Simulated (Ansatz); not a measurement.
System: rock-salt BaS. Method: PBE-D4 (Ansatz, a quantum-chemistry and plane-wave program, plane waves, PAW).

Numerical settings: plane-wave cutoff 520 eV, 10×10×10 k mesh, Fermi–Dirac smearing 0.01 eV, scalar-relativistic PAW data made under PBE.

Properties against volume:

```json
[
 {"V (Å³/atom)": "30.349", "P (GPa)": "3.15", "direct gap at Γ (eV)": "3.979", "smallest gap on the k mesh (eV)": "2.087"},
 {"V (Å³/atom)": "30.995", "P (GPa)": "1.98", "direct gap at Γ (eV)": "3.951", "smallest gap on the k mesh (eV)": "2.126"},
 {"V (Å³/atom)": "31.641", "P (GPa)": "0.94", "direct gap at Γ (eV)": "3.841", "smallest gap on the k mesh (eV)": "2.161"},
 {"V (Å³/atom)": "32.287", "P (GPa)": "0.00", "direct gap at Γ (eV)": "3.735", "smallest gap on the k mesh (eV)": "2.193"},
 {"V (Å³/atom)": "32.932", "P (GPa)": "-0.84", "direct gap at Γ (eV)": "3.634", "smallest gap on the k mesh (eV)": "2.222"},
 {"V (Å³/atom)": "33.578", "P (GPa)": "-1.59", "direct gap at Γ (eV)": "3.537", "smallest gap on the k mesh (eV)": "2.248"},
 {"V (Å³/atom)": "34.224", "P (GPa)": "-2.27", "direct gap at Γ (eV)": "3.444", "smallest gap on the k mesh (eV)": "2.272"}
]
```

The fundamental gap (2.19 eV at the equilibrium volume, with added k points) lies elsewhere than Γ–Γ.

Spin–orbit coupling is not included.
